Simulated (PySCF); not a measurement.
# TDDFT excited states: C3H6FP

C₃H₆FP.
SMILES: `FC1CPC1`

Computed, not measured: TDDFT CAM-B3LYP/def2-SVPD, vertical, gas phase, core orbitals frozen in the response (PySCF 2.14.0, density-fitted response routines). Isolated species at its GFN2-xTB geometry (one conformer only).

List the vertical singlet excitations with oscillator strengths and describe the spectrum.

```
state  E (eV)  λ (nm)       f  symmetry  main configurations (H = HOMO, L = LUMO)
   S1    6.23   198.9   0.057        A″                                 H→L (93%)
   S2    6.59   188.0   0.048        A′                               H→L+1 (89%)
   S3    7.23   171.4   0.123        A′                               H→L+2 (80%)
   S4    7.78   159.4  0.0003         –                  H→L+3 (73%), H→L+2 (11%)
   S5    8.17   151.7   0.022        A′     H→L+4 (56%), H→L+3 (14%), H-1→L (13%)
   S6    8.25   150.2   0.016        A″               H-1→L+1 (73%), H-1→L+4 (9%)
   S7    8.39   147.8   0.066        A′                  H-1→L (76%), H→L+4 (16%)
   S8    8.40   147.6  0.0064        A″                  H-3→L (62%), H→L+5 (25%)
```

Triplets (Tamm–Dancoff): T1 5.06 eV, H→L (84%), H→L+5 (13%); T2 5.60 eV, H→L+1 (62%), H→L+4 (26%); T3 6.80 eV, H→L+2 (65%), H→L+3 (14%), H→L+1 (9%).

The lowest singlet comes at 199 nm (602 kJ/mol) in the vacuum ultraviolet; it is of moderate strength; its leading configuration is HOMO→LUMO (93%). The strongest level in the table is S3 at 7.23 eV (171 nm, f = 0.123). Löwdin shares by element: HOMO phosphorus 58%, carbon 22% or more, hydrogen 7% or more; LUMO phosphorus 37%, carbon 27% or more, hydrogen 10% or more (atoms not listed hold the other 26%). Of the 8 states listed, 6 reach f = 0.01 and 1 stays under 0.0005. The oscillator strengths of these states sum to 0.339; summed over the whole spectrum of an exact calculation they would give the number of electrons, 48 (Thomas–Reiche–Kuhn). Orbital energies (eV): HOMO-3 -11.02, HOMO-2 -10.97, HOMO-1 -10.58, HOMO -8.59, LUMO 1.07, LUMO+1 1.18, LUMO+2 1.86. No computed singlet lies in the visible range (380 to 750 nm); the lowest, at 199 nm, stands 2.97 eV above its violet end (3.26 eV). Symmetry labels in Cs follow from the direction of the transition dipole and are given only for states with f of 0.002 or more. Singlets were solved by full linear response, triplets in the Tamm–Dancoff approximation.
